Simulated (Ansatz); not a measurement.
```yaml
crystal:
  periodic: [false, false, false]
  atoms:
    - {symbol: C, position_ang: [-0.629699, -0.698916, -0.035185]}
    - {symbol: N, position_ang: [0.170209, -0.598846, 0.971666]}
    - {symbol: Al, position_ang: [0.506991, 0.724001, -0.254678]}
    - {symbol: H, position_ang: [-1.411163, -1.459867, -0.163944]}
    - {symbol: H, position_ang: [1.413562, 1.959930, -0.559259]}
basis:
  gaussian: {orbitals: 6-31G}
hamiltonian: {xc: {name: B97M-V}, pseudopotentials: {relativity: scalar}}
accuracy: high
output: {forces: true}
```

```sh
$ ansatz run in.yaml --threads 2 --pin off --events-out ev --progress --plain --max-ram 4352MiB
```

Shortened log:

```
Functional definition: B97M-V
863 factors; integrals over basis functions are off by at most 3.2e-9 eV
mean field evaluation 1: about -9154.9112 eV, gradient 5.1e1 eV
mean field evaluation 2: about -9079.8162 eV, gradient 1.4e2 eV
mean field evaluation 4: about -9161.6270 eV, gradient 1.6e1 eV
mean field evaluation 8: about -9162.2130 eV, gradient 2.0e-1 eV
mean field evaluation 16: about -9162.2131 eV, gradient 8.6e-7 eV
mean field -9162.21314525 eV, -336.7051227168 hartree, gradient 5.0e-8 eV, S^2 0.000000; 0 other end points of the search recorded, 0 dependent functions left out
reference -9162.21315100 eV, -336.7051229281 hartree; 14, 14 occupied and 21, 21 virtual orbitals, 863 factors
Total energy: -9162.21315100 eV, -336.7051229281 hartree
Relativity: scalar
Atom 0 at    -0.629699    -0.698916    -0.035185 Å, force    -1.592236    -1.015430    -0.951444 eV/Å
Atom 1 at     0.170209    -0.598846     0.971666 Å, force     0.711740    -0.958480     2.245424 eV/Å
Atom 2 at     0.506991     0.724001    -0.254678 Å, force     0.712036     1.767998    -1.266575 eV/Å
Atom 3 at    -1.411163    -1.459867    -0.163944 Å, force     0.149435     0.227434    -0.081666 eV/Å
Atom 4 at     1.413562     1.959930    -0.559259 Å, force     0.019025    -0.021521     0.054261 eV/Å
Dipole moment:     0.014419     0.316941    -0.388059 e Å
```

Hardware: 2 threads of an Arm Neoverse V1 on a shared host. Wall time 14 s, peak host memory 0.31 GiB.
